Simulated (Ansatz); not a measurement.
Candidates: hcp Y, hcp Lu, hcp Re, double-hcp La, hcp Co, hcp Ti. Level: PBE in Ansatz (plane waves, PAW).

Ansatz's runs of these crystals have no spin polarisation, but for hcp Co.

Density-functional runs with spin start from parallel moments for hcp Co.

Spin–orbit coupling is left out, also for the solids with elements from indium on (hcp Lu, hcp Re, double-hcp La); its size isn't shown.

Ansatz's density-functional and Hartree–Fock values are scalar-relativistic unless marked +SOC, with PAW data made under PBE.

Which of them have a computed equilibrium volume per atom between 16 and 31 Å³/atom?

hcp Lu, hcp Ti. The values: hcp Y 32.88 Å³/atom; hcp Lu 29.10 Å³/atom; hcp Re 14.95 Å³/atom; double-hcp La 37.13 Å³/atom; hcp Co 10.86 Å³/atom; hcp Ti 17.39 Å³/atom.

Ansatz is a first-principles code.
